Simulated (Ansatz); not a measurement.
Stepwise reaction of `[SiH2]` with ammonia, as a gas-phase model of exchange steps in deposition or etching. ΔE in kJ/mol; ΔG adds harmonic PBE0-D4 terms to CCSD(T)/CBS, at 1 bar.

Program: Ansatz. Geometries: PBE0-D4/def2-TZVP. ΔE: electronic, gas phase. CCSD(T)/CBS adds triple-zeta CCSD(T) − MP2 to the extrapolated MP2 energy (def2 sets, frozen cores). This one scheme is used for every species. Functionals use def2-TZVPP. B3LYP here is the variant with VWN-RPA as its local correlation; programs differ in this. One conformer a species, not always the lowest.

```
step                        reaction  PBE-D4  B3LYP-D4  ωB97M-V  CCSD(T)/CBS  ΔG(400 K)
   1  `[SiH2]` + NH₃ → `N[SiH]` + H₂  -112.0    -108.1   -107.5       -104.6     -101.9
   2  `N[SiH]` + NH₃ → `N[Si]N` + H₂   -76.5     -78.2    -78.8        -77.6      -77.5
```

(1) By hand: ΔE of the 2 steps together at CCSD(T)/CBS.

Answers

(1) (-104.6) + (-77.6) = -182.2 kJ/mol, or -91.1 kJ/mol a step.

In ΔE each step is higher than the one before. All are downhill at CCSD(T)/CBS. ΔG lies between -101.9 and -77.5 kJ/mol a step. PBE-D4 differs from CCSD(T)/CBS by -7.4 to 1.1 kJ/mol a step. Isolated molecules leave out the surface, adducts and barriers. Largest T1 diagnostic: 0.015.
